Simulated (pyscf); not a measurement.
Structures and frequencies: ωB97X-D3(BJ)/def2-SVP in PySCF. MP2 and CC: frozen core, UHF for open shells. ΔMP2 is the change of the MP2 total energy from the triple- to the quadruple-zeta basis.

Q: What is the homolytic dissociation enthalpy (298 K, CCSD(T)/def2-TZVPP + ΔMP2(QZVPP)) of the Cl–F bond of F–Cl, to F• + Cl•?

A: Cl–F to F• + Cl•: 59.7 kcal/mol. The CCSD(T) − MP2 part came from Ansatz, without density fitting, on the same reference. Left out: the spin-orbit lowering of Cl, F.
